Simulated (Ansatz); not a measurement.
Basis-set extrapolation for `C=C(F)S` (PBE0-D4/def2-TZVP geometry, frozen core, Ansatz 0.2.0). Multiplicity 1, RHF reference.

```csv
,def2-TZVPP,def2-QZVPP
HF,-574.501220,-574.520342
MP2 correlation,-0.744094,-0.804807
CCSD(T) correlation,-0.807485,not run
```

Energies in hartree. Use E(X) = E(∞) + A·exp(−7.88·√X) for Hartree–Fock and E(X) = E(∞) + B·X^(−2.97) for correlation, with X = 3 and 4, and add CCSD(T) minus MP2 of the smaller set to the MP2 limit.

What is the CCSD(T) energy at the basis-set limit?

HF limit: -574.520342 + (-0.019122) × 0.13774 = -574.52298. MP2 limit: -0.804807 + (-0.060713) × 0.74074 = -0.84978. Higher-order term: -0.807485 − (-0.744094) = -0.06339. Total: -575.43615 hartree, 334.6 kJ/mol below CCSD(T)/def2-TZVPP.
